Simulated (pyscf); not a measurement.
PySCF, gas phase, ωB97X-D3(BJ)/def2-SVP geometries.

H₂N–GaH–OH (SMILES [NH2][GaH][OH]) + SiH₄ (SMILES [SiH4]) -> H₂N–GaH₂ (SMILES [NH2][GaH2]) + HO–SiH₃ (SMILES O[SiH3])
Surface: singlet. Broken: Ga–O, H–Si. Formed: Ga–H, O–Si. Give ΔE‡ and ΔE from ωB97M-D3(BJ)/def2-TZVP, relative to the separated reactants.

ΔE‡ = 0.26 eV, ΔE = -0.27 eV. Zero-point energy shifts the barrier by +0.09 eV. It is a four-centre exchange, with an imaginary mode of 289i cm⁻¹. On the product side the descent ends in an adduct with a Ga–O contact (not fully relaxed), 0.60 eV under the separated species and 0.94 eV under the saddle at ωB97X-D3(BJ)/def2-TZVP. What is counted as broken (Ga–O) persists as a longer contact in the product adduct; parting that adduct is a step of its own. At ωB97X-D3(BJ) the barrier from the zero used here is 0.13 eV. One saddle was located; it need not be the lowest between these sides. Elements up to Kr have no core potential and no relativistic terms here.
